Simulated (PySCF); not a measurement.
Stepwise substitution at one centre (B F-CH3). Gas-phase values, no solvent. Strings in code marks are SMILES.

The numbers are results of PySCF with PBE-D3(BJ)/def2-TZVP // PBE0-D3(BJ)/def2-TZVP, not measurements. All candidates: neutral, multiplicity 1. Delta-SCF ions had no search for a lower state. Excitations are Tamm–Dancoff values on a coarser integration grid. The basis has no diffuse functions, so Rydberg states are missing or too high.

The HOMO–LUMO gap is 6.24 eV, the S1 excitation (TDA) comes out as 6.41 eV and the vertical ionisation energy (Delta-SCF) comes out as 10.63 eV.

Name which member has these values.
(A) `FB(F)F`
(B) `CB(F)F`
(C) `CB(C)F`

C, `CB(C)F`. The others give `CB(F)F`: 7.91 eV, 8.27 eV, 12.43 eV; `FB(F)F`: 9.65 eV, 9.73 eV, 14.42 eV
